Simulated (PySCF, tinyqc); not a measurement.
Orbital energy against energy difference: ionisation energy by orbital energies and by energy differences in the 6-31g* basis, for Li2, spin multiplicity 1. Computed by the program tinyqc with PySCF. 

Geometry (angstrom):
```
atom       x       y       z
Li    0.0000  0.0000  0.0000
Li    0.0000  0.0000  2.6230
```

CCSD(T) difference in the same basis = 5.1711 eV

IP-EOM-CCSD = 5.1716 eV

The cation is unrestricted; errors are against CCSD(T) in this basis, not against experiment.

First vertical ionisation energy (eV):
```
method     -e(HOMO)  E(cation) - E  error of -e(HOMO)  error of the difference
HF            4.868        4.33954             -0.303                   -0.832
LDA           3.173        5.33256             -1.998                    0.161
PBE           3.179        5.30035             -1.992                    0.129
B3LYP         3.614        5.36258             -1.557                    0.191
PBE0          3.739        5.23828             -1.432                    0.067
CAM-B3LYP     4.581        5.31706             -0.591                    0.146
LC-wPBE       5.461        5.16808              0.290                -3.00e-03
```

Koopmans errs by -0.30 eV and Delta-HF by -0.83 eV: relaxation, 0.53 eV, lowers the value and the missing correlation difference works against it. The PBE level is off by -2.0 eV through the wrong tail of its potential, though its energy difference is off by +0.13 eV; exact exchange deepens the level, and among the orbital energies LC-wPBE comes closest; among the differences LC-wPBE does. The restricted reference is unstable here: a spin-polarised solution lies 0.0010 hartree lower (PySCF), so results built on it describe a poor reference.
